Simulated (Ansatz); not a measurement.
The same path of C4H5FS (11 atoms, charge 0, multiplicity 1) was run twice with different band settings. Lost on the way: C3–H9. Made: S4–H9.

Level of theory: RKS PBE0-D4/def2-SVP (Ansatz).

Relaxed end points:

```xyz
11
Properties=species:S:1:pos:R:3
C -1.015 -1.046 -0.347
C -0.097 -0.082 -0.148
C 0.374 0.715 -1.268
S 1.476 1.909 -1.179
C 0.463 0.200 1.215
F -0.085 -0.633 2.152
H -1.378 -1.652 0.486
H -1.414 -1.241 -1.346
H -0.079 0.454 -2.238
H 1.559 0.071 1.203
H 0.263 1.249 1.493
```

```xyz
11
Properties=species:S:1:pos:R:3
C -1.149 -1.256 -0.106
C -0.249 -0.248 -0.106
C 0.004 0.365 -1.404
S 1.164 1.581 -1.344
C 0.423 0.170 1.175
F -0.008 -0.567 2.246
H -1.408 -1.792 0.811
H -1.622 -1.535 -1.049
H 1.171 1.934 -2.657
H 1.518 0.053 1.081
H 0.220 1.238 1.374
```

Common settings: movable images 9; climbing image yes; spring 5.0 eV/Å²; optimiser quadratic models (default); start path through a guess of the saddle point; end points relaxed.

| run | force threshold | iteration limit |
| --- | --- | --- |
| 1 | 0.05 eV/Å | 56 |
| 2 | 0.2 eV/Å | 60 |

(1) What does each run give, and how far can it be trusted?

## Answers

(1) Run 1: converged after 9 iterations, highest image 3.440 eV above the first end. A vibrational analysis at the climbing image gives one clearly imaginary mode, 1659i cm⁻¹: a first-order saddle point.
Run 2: converged after 8 iterations, highest image 3.440 eV above the first end. The threshold of 0.2 eV/Å is loose, so the images may lie well off the minimum-energy path. Another band between the same ends (9 images) ends at a top of the same energy, where a vibrational analysis finds 1 clearly imaginary mode.
The orbitals stay closed-shell, which can raise the energy where a bond breaks towards radicals; this wasn't checked here.
